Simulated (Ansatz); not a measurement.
## hcp Zr

Level of theory: PBE-D4 (PAW; Ansatz, an electronic-structure program).

Run with plane-wave cutoff 500 eV, 30×30×14 k mesh (along the axes of the cell as run), Fermi–Dirac smearing 0.1 eV, scalar-relativistic PAW data made under PBE.

Cell (relaxed at this level):

Space group P6₃/mmc (No. 194); a = b = 3.212 Å, c = 5.159 Å, α = β = 90.00°, γ = 120.00°

```json
[
 {"atom": "Zr", "site": "2c", "symmetry": "-6m2", "x": "0.3333", "y": "0.6667", "z": "0.2500"}
]
```

| Quantity | Result |
|---|---|
| equilibrium volume per atom | 23.05 Å³/atom |
| equilibrium lattice constant a | 3.212 Å |
| lattice parameter c | 5.159 Å |

Measured, for comparison: lattice constant a 3.232 Å, lattice parameter c 5.148 Å (293 K, not corrected to a static lattice; as tabulated in Wikipedia's data pages). Computed (rounded) less measured: lattice constant a -0.6 %, lattice parameter c +0.2 %. A static lattice is as a rule a little smaller and stiffer than an uncorrected measurement, which narrows the difference in the lattice constant a and would widen misses of the other sign.

The computed numbers hold no vibrational or temperature effects.

Cost on a shared machine: roughly 2.9 core-minutes.
